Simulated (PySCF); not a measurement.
Molecule: SMILES Cn1cccn1, C₄H₆N₂.

Cartesian coordinates in Å; atom numbers follow the order of the lines, from 1:
```xyz
12

C    -1.8689    0.0060    0.0085
N    -0.4312   -0.0689   -0.0165
C     0.4461    0.9618   -0.0766
C     1.7104    0.4047   -0.1039
C     1.4722   -0.9854   -0.0563
N     0.1748   -1.2544   -0.0045
H    -2.2127    0.6508    0.8306
H    -2.2651    0.3931   -0.9429
H    -2.2441   -1.0113    0.1659
H     0.1103    1.9968   -0.0940
H     2.6628    0.9272   -0.1481
H     2.1957   -1.8001   -0.0551
```

Geometry PBE0-D3(BJ)/def2-SVP throughout; GIAO in PySCF, gas phase, one conformer, non-relativistic; equivalent atoms averaged; basis pcSseg-2.

(1) How do the shifts δ (against TMS, NH3 at the same level) depend on the functional? (a selection of nuclei; ppm; last column core-seconds on 1 thread of an Arm Neoverse V1, shared host)

(2) Which nucleus among those listed moves most, in ppm?

Answers

(1) 
```tsv
functional	kind	C3	C4	C1	N6	N2	H12	H10	H11	H7/H8/H9	core-s
WP04	global hybrid	136.9	116.4	42.0	350.1	225.1	7.30	7.19	6.27	3.75	37
B97-2	global hybrid	132.4	113.1	40.5	344.2	223.4	7.41	7.37	6.46	3.87	35
BHandHLYP	global hybrid	139.1	115.6	39.7	362.9	228.7	7.54	7.51	6.49	3.89	35
CAM-B3LYP	range-separated hybrid	139.0	117.8	40.3	360.6	232.0	7.45	7.44	6.51	3.89	49
wB97X-D	range-separated hybrid	137.7	116.9	40.8	353.7	227.6	7.48	7.43	6.52	3.84	47
LC-wPBE	range-separated hybrid	143.1	120.5	40.6	354.0	225.0	7.50	7.47	6.55	3.79	65
```

(2) N6 (pyridine-type nitrogen of an azole): from 344.2 ppm with B97-2 to 362.9 ppm with BHandHLYP. The smallest spread is 0.14 ppm, at H7/H8/H9. Proton shifts span only some 12 ppm, so a few tenths of a ppm matter as much there as several ppm in carbon.
